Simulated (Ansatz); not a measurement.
System: cubic perovskite SrTiO3 (cubic form, which distorts at low temperature). Method: PBE in Ansatz (PAW).

Numerical settings: plane-wave cutoff 520 eV, 10×10×10 k mesh, Fermi–Dirac smearing 0.01 eV, no spin polarisation, scalar-relativistic PAW data made under PBE.

A third-order Birch–Murnaghan fit to the energies gives V0 = 12.200 Å³/atom, B0 = 170 GPa, B′ = 4.4.

| V (Å³/atom) | P (GPa) |
|---|---|
| 11.467 | 12.07 |
| 11.711 | ___ |
| 11.955 | ___ |
| 12.199 | 0.00 |
| 12.443 | ___ |
| 12.687 | -6.12 |
| 12.931 | ___ |

Estimate the withheld pressures from this fit; the answers are the runs' own values.


- 11.711, P (GPa): 7.61
- 11.955, P (GPa): 3.60
- 12.443, P (GPa): -3.22
- 12.931, P (GPa): -8.72

The formula P = (3/2) B0 (x^(7/3) − x^(5/3)) [1 + (3/4)(B′ − 4)(x^(2/3) − 1)] with x = V0/V meets the computed pressures within 0.02 GPa when these rounded values are put in.

Measured, for comparison: bulk modulus 172 GPa (room temperature, no zero-point or thermal correction, Murnaghan fit, our sources range from 165 to 179; as tabulated in Guennou et al. (2010), arXiv:0910.0710); equilibrium volume per atom 11.77 Å³/atom (0 K, cubic phase extrapolated to 0 K; as tabulated in Bilc et al. (2008), arXiv:0805.0753). Computed (rounded) less measured: bulk modulus -1 % (inside the range of the sources held), equilibrium volume per atom +3.7 %.

Note: the relaxation could not lower the start's symmetry, so the cell can be a saddle point above a distorted one.

Static lattice: no zero-point or thermal effects.

Ansatz is a quantum-chemistry and plane-wave program.
